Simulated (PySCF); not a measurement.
## How methods differ on the ionisation energy of Si

Si [Ne] 3s2 3p2 (3P) → Si⁺ [Ne] 3s2 3p1 (2P), as a difference of total energies. All numbers are calculated (PySCF 2.14, the spin-free X2C one-electron Hamiltonian (Gaussian nucleus), in cc-pVDZ-DK (4s3p1d, 18 functions)). Correlated levels: valence: [Ne] frozen. The calculations carry no spin-orbit coupling.

| method | ionisation energy (eV) |
| --- | --- |
| UHF | 7.632 |
| MN15 | 8.055 |
| M06-L | 8.127 |
| MP2 (valence) | 7.909 |
| SCS-MP2 (valence) | 7.837 |
| CCSD (valence) | 7.928 |
| CCSD(T) (valence) | 7.938 |

Errors of the correlated levels include the incompleteness of this basis and the frozen core.

Q: Which method comes closest to the reference value, and which is furthest?

A: The reference is 8.157 eV (measured; NIST levels, between the centres of gravity of the two terms). Closest: M06-L (error -0.030 eV); furthest: UHF (error -0.525 eV).
